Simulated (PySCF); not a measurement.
Compound: ethyl isothiocyanate, C₃H₅NS.
Numbering: `[CH3:1][CH2:2][N:3]=[C:4]=[S:5]` (hydrogens: H6, H7, H8 on C1; H9, H10 on C2)

The geometry is computed with GFN2-xTB (gas phase).

Question: List the bond lengths, angles and torsions at this level.

Answer: 
```
               bond  length (bohr)
              C1–C2          2.883
              C2–N3          2.666
              N3=C4          2.249
              C4=S5          2.943
C1–H6, C1–H7, C1–H8          2.055
      C2–H9, C2–H10          2.071
```

Bonds in one row agree within 0.02 bohr and their mean is given. A selection of angles:
```
    angle  degrees
 C2–C1–H6    109.6
 H6–C1–H7    108.9
 C1–C2–N3    112.8
 C1–C2–H9    110.4
 N3–C2–H9    107.3
H9–C2–H10    108.2
 C2–N3–C4    148.8
 N3–C4–S5    170.3
```

Dihedral angles: C1–C2–N3–C4 -3° (synperiplanar).

The 5 heavy atoms lie in one plane (0.005 Å rms). N3 (isothiocyanate nitrogen) is bent (angle 148.8°). The C–N distances run from 1.190 Å (N3=C4, drawn double) to 1.411 Å (C2–N3, drawn single), a spread of 0.221 Å.

Point group: Cs (every atom within 0.08 Å of its image). GFN2-xTB frequencies: not computed here. The numbers are those of one conformer.
